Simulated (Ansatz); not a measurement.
The cluster Li2F⁺. Total charge 1; triplet. Geometry B3LYP-D4/def2-TZVP, that of the neutral doublet; atoms count from 1.

Cartesian coordinates in Å:
```
Li -1.231 0.701 0.009
Li 1.406 -0.116 -0.124
F -0.175 -0.585 0.115
```

At PBE0-D4/def2-TZVP a singlet of charge 1 lies 9.11 eV below the triplet, each at its own geometry. The structure comes from a short search, and lower isomers may exist.

Question: Estimate the Mulliken populations from the PBE0/def2-TZVP orbitals of Ansatz.

Answer: 
```tsv
atom	charge (e)	spin (α − β)
Li1	0.45	0.52
Li2	0.45	0.52
F3	0.11	0.97
```
Mulliken values depend strongly on the basis.

Question: Where does the spin sit?

Answer: Summed by element: Li 1.03, F 0.97, of 2 unpaired in all. Largest on single atoms: F3 0.97, Li1 0.52, Li2 0.52.

Question: And the Mayer bond orders between heavy atoms (over 0.3)?

Answer: Li1–Li2 0.54 (2.76 Å).
